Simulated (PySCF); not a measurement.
First SCF of a structure search on doublet NO2, at a hand-made bent geometry. PySCF input:

```python
from pyscf import gto, scf, dft
mol = gto.M(atom='''
N      0.000000     0.000000     0.000000
O      0.958400     0.000000     0.671100
O     -0.958400     0.000000     0.671100''',
    basis={'N': 'def2-TZVP', 'O': 'def2-TZVP'},
    charge=0, spin=1)
mf = dft.UKS(mol, xc='PBE0')
mf.grids.atom_grid = (50, 194)
aux = {'N': 'def2-universal-JKFIT', 'O': 'def2-universal-JKFIT'}
mf = mf.density_fit(auxbasis=aux)
mf.conv_tol = 1e-08
mf.diis_space = 10
mf.max_cycle = 60
mf.init_guess = 'minao'
mf.verbose = 4
mf.kernel()
```

Excerpt of the output (cycles alone):

```
init E= -205.668094496075
cycle= 1 E= -204.718128782649  delta_E= 0.95  |g|= 0.721  |ddm|=  1.3
cycle= 2 E= -204.249951076245  delta_E= 0.468  |g|= 1.41  |ddm|= 0.935
cycle= 3 E= -204.902464230627  delta_E= -0.653  |g|= 0.0483  |ddm|= 0.606
cycle= 4 E= -204.90323252507  delta_E= -0.000768  |g|= 0.014  |ddm|= 0.0331
cycle= 5 E= -204.903308263093  delta_E= -7.57e-05  |g|= 0.0024  |ddm|= 0.0102
cycle= 6 E= -204.903314080347  delta_E= -5.82e-06  |g|= 0.000987  |ddm|= 0.00417
cycle= 7 E= -204.90331468291  delta_E= -6.03e-07  |g|= 0.000304  |ddm|= 0.00104
cycle= 8 E= -204.903314770606  delta_E= -8.77e-08  |g|= 0.000108  |ddm|= 0.000471
cycle= 9 E= -204.903314783825  delta_E= -1.32e-08  |g|= 2.67e-05  |ddm|= 0.000166
cycle= 10 E= -204.903314785042  delta_E= -1.22e-09  |g|= 6.27e-06  |ddm|= 4.72e-05
Extra cycle  E= -204.903314785098  delta_E= -5.6e-11  |g|= 4.73e-06  |ddm|= 8.2e-06
converged SCF energy = -204.903314785098  <S^2> = 0.75527  2S+1 = 2.0052631
```

No lower solution of this spin was found by a stability analysis within the unrestricted form.

The search for the lowest solution, with the stability check, took 2.1 s on 4 threads of a shared Arm Neoverse V2 host, with 93 basis functions; the process peaked at 0.31 GiB. Launch command: `OMP_NUM_THREADS=4 python axn.py task.json out`.
